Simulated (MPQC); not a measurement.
# [B2H5]− (SMILES B[BH3-]) at 3 levels

We compute a comparison of 3 runs (UHF/6-311++G**, MP2/MINI (Huzinaga), MP2/6-31++G) of [B2H5]−. 

Program for the calculation: MPQC 2.3.1.

7 further runs of the same task are left out: 4 that didn't finish, 3 set aside as unsound or not needed.

## Step 1: Starting point

The species is [B2H5]− (7 atoms), meant as a singlet with charge -1. SMILES: `B[BH3-]`. The shape is that of a GFN2-xTB optimisation.

Bond lengths: B1–B2 1.680 Å, B1–H3 1.204 Å, B1–H4 1.203 Å, B2–H5 1.241 Å, B2–H6 1.241 Å, B2–H7 1.240 Å. Angles: B1–B2–H5 110.6°, B1–B2–H6 110.4°, B1–B2–H7 115.9°, B2–B1–H3 126.5°, B2–B1–H4 123.5°, H5–B2–H6 105.3°, H5–B2–H7 107.0°, H6–B2–H7 107.0°, H3–B1–H4 110.0°.

## Step 2: A single-point energy at UHF/6-311++G(d,p) (run 1)

job.in

```
% B2H5
molecule<Molecule>: (
  symmetry = c1
  unit = angstrom
  { atoms geometry } = {
    B  [ 0.210010    -0.813600     0.474350 ]
    B  [ -0.119910     0.613520    -0.349380 ]
    H  [ 1.262150    -1.128320     0.968990 ]
    H  [ -0.606320    -1.678230     0.657480 ]
    H  [ -0.531530     0.371570    -1.495060 ]
    H  [ -1.042200     1.230100     0.207460 ]
    H  [ 0.827810     1.404960    -0.463840 ]
  }
)
basis<GaussianBasisSet>: (
  name = "6-311++G**"
  molecule = $:molecule
  puream = yes
)
mpqc: (
  checkpoint = no
  savestate = no
  restart = no
  do_energy = yes
  do_gradient = no
  optimize = no
  mole<UHF>: (
    molecule = $:molecule
    basis = $:basis
    total_charge = -1
    multiplicity = 1
    memory = 1000000000
    print_evals = yes
    print_npa = yes
    maxiter = 60
    guess_wavefunction<ExtendedHuckelWfn>: (
      molecule = $:molecule
      total_charge = -1
      multiplicity = 1
      basis<GaussianBasisSet>: (
        name = "STO-3G"
        molecule = $:molecule
      )
    )
  )
)
```

Command:

```console
$ mpqc job.in > job.out
```

Log:

```text
MPQC: Massively Parallel Quantum Chemistry
[...]
  USCF::init: total charge = -1
[...]
  iter     1 energy =  -37.9087120063 delta = 3.51085e-02
[...]
  <S^2>      = -0.000000
  total scf energy =  -52.2300378575
Value of the MolecularEnergy:  -52.2300378575
[...]
      symmetry = c1
[...]
      nbasis = 79
[...]
    nalpha = 8
    nbeta = 8
[...]
```

Run time: 55 s. Hardware: 1 thread of Intel Xeon at 2.50GHz (Skylake/Cascade Lake), shared host; peak memory 0.49 GiB.

## Step 3: Energy and gradient at MP2/MINI (Huzinaga) (run 2)

job.in

```
% emacs should use -*- KeyVal -*- mode
molecule<Molecule>: (
    symmetry = c1
    unit = bohr
    { atoms geometry } = {
        B  [ 0.39686138  -1.53748117   0.89639159 ]
        B  [ -0.22659706   1.15938477  -0.66023251 ]
        H  [ 2.38511783  -2.13221578   1.83112572 ]
        H  [ -1.14577874  -3.17139507   1.24245713 ]
        H  [ -1.00444613   0.70216554  -2.82525394 ]
        H  [ -1.96947257   2.32455211   0.39204258 ]
        H  [ 1.56433418   2.65498962  -0.87653057 ]
    }
)
basis<GaussianBasisSet>: (
    name = "MINI (Huzinaga)"
    molecule = $:molecule
    puream = yes
)
mpqc: (
    checkpoint = no
    savestate = no
    restart = no
    do_energy = yes
    do_gradient = yes
    optimize = no
    mole<MBPT2>: (
        molecule = $:molecule
        basis = $:basis
        memory = 1000000000
        method = mp
        nfzc = 2
        reference<CLHF>: (
            molecule = $:molecule
            basis = $:basis
            total_charge = -1
            memory = 1000000000
            print_evals = yes
            maxiter = 60
            guess_wavefunction<CLHF>: (
                molecule = $:molecule
                total_charge = -1
                memory = 1000000000
                value_accuracy = 1e-3
                basis<GaussianBasisSet>: (
                    name = "STO-3G"
                    molecule = $:molecule
                )
            )
        )
    )
)
```

Command:

```console
$ mpqc job.in > job.out
```

Log:

```text
MPQC: Massively Parallel Quantum Chemistry
[...]
  LUMO is     9   A =   0.258410
  total scf energy =  -51.7810485529
[...]
  MP2 correlation energy [au]:         -0.059967467077
  MP2 energy [au]:                    -51.841016019941
[...]
Value of the MolecularEnergy:  -51.8410160199
  Gradient of the MolecularEnergy:
      1    0.0057944152
      2   -0.0338469937
      3    0.0188594541
      4   -0.0098150027
      5   -0.0056195686
      6    0.0004882508
      7   -0.0581390255
      8    0.0162922384
      9   -0.0266504208
     10    0.0464822167
     11    0.0471456233
     12   -0.0092175492
[...]
        symmetry = c1
[...]
```

It took 0.88 s on 1 thread of Intel Xeon at 2.50GHz (Skylake/Cascade Lake), shared host.

## Step 4: The energy at MP2/6-31++G (run 3)

input.in

```
% emacs should use -*- KeyVal -*- mode
molecule<Molecule>: (
  symmetry = c1
  unit = angstrom
  { atoms geometry } = {
    B  [ 0.210010 -0.813600 0.474350 ]
    B  [ -0.119910 0.613520 -0.349380 ]
    H  [ 1.262150 -1.128320 0.968990 ]
    H  [ -0.606320 -1.678230 0.657480 ]
    H  [ -0.531530 0.371570 -1.495060 ]
    H  [ -1.042200 1.230100 0.207460 ]
    H  [ 0.827810 1.404960 -0.463840 ]
  }
)
basis<GaussianBasisSet>: (
  name = "6-31++G"
  molecule = $:molecule
  puream = no
)
mpqc: (
  checkpoint = no
  savestate = no
  restart = no
  do_energy = yes
  do_gradient = no
  optimize = no
  mole<MBPT2>: (
    molecule = $:molecule
    basis = $:basis
    memory = 1000000000
    method = mp
    nfzc = 0
    reference<CLHF>: (
      molecule = $:molecule
      basis = $:basis
      total_charge = -1
      memory = 1000000000
      print_evals = yes
      maxiter = 100
      guess_wavefunction<CLHF>: (
        molecule = $:molecule
        total_charge = -1
        memory = 1000000000
        value_accuracy = 1e-3
        basis<GaussianBasisSet>: (
          name = "MINI (Huzinaga)"
          molecule = $:molecule
        )
      )
    )
  )
)
```

Command:

```console
$ mpqc input.in > input.out
```

Log:

```text
MPQC: Massively Parallel Quantum Chemistry
[...]
  LUMO is     9   A =   0.188861
  total scf energy =  -52.1966104133
[...]
  MP2 correlation energy [au]:         -0.134497391443
  MP2 energy [au]:                    -52.331107804766
Value of the MolecularEnergy:  -52.3311078048
[...]
        symmetry = c1
[...]
```

Run time: 5.1 s. Hardware: 1 thread of Intel Xeon at 2.50GHz (Skylake/Cascade Lake), shared host.

## Step 5: The series

| run | level | task | starting guess | energy (Eh) | wall time |
| --- | --- | --- | --- | --- | --- |
| 1 | UHF/6-311++G** | energy | huckel STO-3G | -52.230038 | 55 s |
| 2 | MP2/MINI (Huzinaga) | gradient | STO-3G | -51.841016 | 0.88 s |
| 3 | MP2/6-31++G | energy | MINI (Huzinaga) | -52.331108 | 5.1 s |

## Step 6: Outcome

| quantity | value |
| --- | --- |
| run 3: total energy | -52.33111 Eh |
| run 3: HOMO energy (Hartree–Fock orbitals) | -4.63 eV |
| run 3: LUMO energy (Hartree–Fock orbitals) | 5.14 eV |
| run 3: HOMO–LUMO gap (to an unbound level, set by the basis) | 9.77 eV |
| run 3: correlation energy | -134.5 mEh |

**Reading.** In run 2 the basis is minimal, so the values are rough. All runs together took 61 s, the longest 55 s.
